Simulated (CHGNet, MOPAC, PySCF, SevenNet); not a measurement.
**Rock-salt NaF, lattice constant a**

Reference value: 4.582 Å (measured, static lattice: zero-point anharmonic expansion removed; as tabulated in Mejia-Rodriguez and Trickey (2018), arXiv:1807.09216).

Question: Which of these levels comes closest to the reference?
(A) SevenNet-l3i5 (SevenNet)
(B) PM6 semi-empirical Hartree-Fock (MOPAC) (MOPAC)
(C) Hartree–Fock (PySCF)
(D) CHGNet-r²SCAN (CHGNet)

Answer: D, CHGNet-r²SCAN (CHGNet)

```csv
level (code),value (Å),error (%)
PM6 semi-empirical Hartree-Fock (MOPAC) (MOPAC),4.947,+7.97
CHGNet-r²SCAN (CHGNet),4.582,0.00
SevenNet-l3i5 (SevenNet),4.698,+2.53
Hartree–Fock (PySCF),4.609 ± 0.02,+0.59
```

Of these levels CHGNet-r²SCAN (0.00 %) comes nearest. PM6 semi-empirical Hartree-Fock (MOPAC) (+7.97 %) misses by most. Within 2 %: CHGNet-r²SCAN, Hartree–Fock.

A ± on a computed value is a rough bar: the spread of its extrapolation, a floor set from checks against published values, or a statistical error. PM6 semi-empirical Hartree-Fock (MOPAC): the method was fitted mainly to molecules. PM6 semi-empirical Hartree-Fock (MOPAC): the run uses a supercell at the zone centre in place of a k mesh.

Machine-learned potentials (CHGNet-r²SCAN, SevenNet-l3i5) are trained on DFT data, which may include these solids.

Differences are worked out from the printed values.
